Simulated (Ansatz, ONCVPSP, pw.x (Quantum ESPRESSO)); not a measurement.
# From atom to crystal: ONCV potential for Li

```
Element                 : Li (Z = 3)
Generator               : ONCVPSP 4.0.1.1 (patched build)
Type                    : optimised norm-conserving Vanderbilt (ONCV)
Functional              : PBEsol
Relativity              : scalar-relativistic
Frozen core             : [He]
Valence charge          : 1
Reference configuration : 2s0.5 (charge +0.5)
Partial waves           : 2s: rc 2.85 bohr, ncon 3, nbas 7, qcut 2.9 1/bohr, 1 projector; p scattering state at 0.16 Ha: rc 3.00 bohr, ncon 4, nbas 9, qcut 2.6 1/bohr, 3 projectors, debl 3.05 Ha
Local potential         : polynomial inside 2.15 bohr (lpopt 5, dvloc0 0 Ha)
Core correction         : Teter function, fcfact 3.5, rcfact 1.4
```

In the p channel the program set the typed energies aside and used 0.050, 3.100, 6.150 Ha.

Atomic tests: cutoffs needed: 2.1 Ha and 3.2 Ha (the cutoffs (Ha) at which the residual kinetic energy of the hardest occupied pseudo-wave falls to 1 and 0.1 mHa per electron) The cutoffs count occupied waves only; projector 3 of the p channel, the hardest unoccupied one, needs 57 Ha at the loose tolerance.; ghost test: ghosts flagged at negative energy: p at -366.3 eV; GHOST(+) flagged for p at 380.6 eV, p at 546.0 eV; a true bound ghost makes a file unfit for plane-wave use; largest excitation error: -280 meV (all-electron minus pseudo) for 2s0 2p1, out of 2 test configurations.

Crystal test: fcc Li in pw.x 7.5, no spin, 13³ k-points, Fermi–Dirac smearing 0.01 Ry, cutoffs 50/200 Ry. The reference is all-electron LAPW (Ansatz 0.2.0) with the same functional, mesh and smearing; V0 and B0 come from Birch–Murnaghan fits to the pressures at five volumes. Errors are pseudo minus all-electron; Δ is the rms difference of the E(V) curves that follow from these fits, minima aligned, over ±6 % about the mean V0. Mesh and smearing are coarse, so the numbers serve the comparison and aren't converged zero-temperature values; the lattice is a test structure that the element need not adopt.

All-electron: a0 = 4.327 Å (V0 = 20.25 Å³/atom), B0 = 13.5 GPa.

Question: How far does the potential miss the all-electron equation of state?

Answer: converged, but broken (pressure over 100 GPa off). The pressure does not cross zero within the volumes sampled, so no fit is given. The pseudo pressure rises with volume over the whole range, a mechanical instability. Note: ghosts flagged at negative energy: p at -366.3 eV; GHOST(+) flagged for p at 380.6 eV, p at 546.0 eV. A true bound ghost makes a file unfit for plane-wave use. A pressure error of this size marks a broken potential; the numbers have no physical meaning.

```csv
V (Å³/atom),P all-electron (GPa),P pseudo (GPa)
19.310,0.70,-2402.21
19.818,0.30,-2285.32
20.326,-0.05,-2068.84
20.834,-0.37,-1817.26
21.342,-0.65,-1545.49
```

Question: At the middle volume, how do free energy and pressure move when the wave cutoff is lowered (ecutrho kept at four times it)?

Answer:

```
cutoff (Ry)  shift of F (meV/atom)  shift of P (GPa)
         22               +64559.9           +127.33
         30               +47168.0           +177.95
         40               +26235.7           +642.52
```

The run at the middle volume (84 k-points, 5 iterations) took about 5.6 s on one core of a shared host (Neoverse-V2, 96 threads, 742 GiB, load 88).
